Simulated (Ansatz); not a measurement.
**AlNH₃ (quartet): from Hartree-Fock to the top rungs at distance Al1–H4 along a hydrogen transfer = 2.242 Å, cc-pVDZ**

How much of the correlation energy of AlNH₃ (quartet) does each wave-function method recover here?

Program: Ansatz 0.2.0, Gaussian basis. Level of theory: cc-pVDZ, core rule «outside noble gas», up to 6 orbitals frozen. These are calculated values, not measurements.

To be run: UHF; CCSD(T) on ROHF; CCSD(T) on UHF; BCCD(T) on ROHF; CISD; CCSDT(Q) on ROHF; CCSDT(Q) on UHF; CASSCF and MRCISD+Q, 5 electrons in 5 orbitals; CASSCF and NEVPT2, 5 electrons in 5 orbitals.

13 further runs of the same task are left out: 9 for a known fault of the program, 4 that didn't finish.

**1. The geometry**

The geometry derives from fragments relaxed apart (PBE0/def2-TZVP) and kept rigid, so it is no stationary point. A hydrogen atom is moved between rigid fragments.

5 atoms, charge 0, spin multiplicity 4.

Atoms are counted from 1 here; the program's logs count them from 0.

Bond lengths: Al1–H2 1.586 Å, Al1–H3 1.586 Å, H4–N5 1.149 Å. Angles: H2–Al1–H3 120.0°.

**2. UHF**

The input, in.yaml:

```yaml
crystal:
  periodic: [false, false, false]
  atoms:
    - {symbol: Al, position_ang: [-1.094202, 0.000000, 0.000000]}
    - {symbol: H, position_ang: [-1.887126, 1.373384, 0.000000]}
    - {symbol: H, position_ang: [-1.887126, -1.373384, 0.000000]}
    - {symbol: H, position_ang: [1.147798, 0.000000, 0.000000]}
    - {symbol: N, position_ang: [2.296798, 0.000000, 0.000000]}
basis:
  gaussian: {orbitals: cc-pVDZ}
magnetization: {spin_polarized: true, initial_magnetization: 3}
hamiltonian: {xc: hf}
output: {orbitals: {seedname: orbitals}}
```

Started as:

```sh
$ ansatz run in.yaml --threads 1 --pin off --events-out ev --progress --plain --max-ram 2393MiB
```

After this run come: CCSD(T) on ROHF; CCSD(T) on UHF; BCCD(T) on ROHF; CISD; CCSDT(Q) on ROHF; CCSDT(Q) on UHF; CASSCF and MRCISD+Q, 5 electrons in 5 orbitals; CASSCF and NEVPT2, 5 electrons in 5 orbitals.

Q: Predict the results of all the runs planned. Wanted: UCCSDT(Q) below the RHF energy; RMP2 from UCCSDT(Q); UMP2 from UCCSDT(Q); RCCSD from UCCSDT(Q); RCCSD(T) from UCCSDT(Q); UCCSD(T) from UCCSDT(Q); RCCSDT(Q) from UCCSDT(Q); NEVPT2 pair from UCCSDT(Q); MRCISD+Q pair from UCCSDT(Q).

**Answer**, as computed:

| quantity | value |
| --- | --- |
| UCCSDT(Q) below the RHF energy | -6.0152 eV |
| RMP2 from UCCSDT(Q) | +1217.7 meV |
| UMP2 from UCCSDT(Q) | +1218.2 meV |
| RCCSD from UCCSDT(Q) | +125.0 meV |
| RCCSD(T) from UCCSDT(Q) | +30.5 meV |
| UCCSD(T) from UCCSDT(Q) | +28.9 meV |
| RCCSDT(Q) from UCCSDT(Q) | +1.6 meV |
| NEVPT2 pair from UCCSDT(Q) | +1121.4 meV |
| MRCISD+Q pair from UCCSDT(Q) | +20.8 meV |
| levels within 1 kcal/mol (43 meV) | RCCSD(T), UCCSD(T), BCCD(T), RCCSDT, UCCSDT, RCCSDT(Q), MRCISD+Q pair |
| T1 diagnostic | 0.024 |

**Reading.** RCCSD(T) misses by +30.5 meV, 0.5 % of the correlation energy. Of the multireference levels listed MRCISD+Q pair comes nearest in total energy (+20.8 meV), which doesn't show that its space is the better one. These misses are within one basis, not against nature; the frozen cores of restricted and unrestricted runs differ, which can shift their rows.
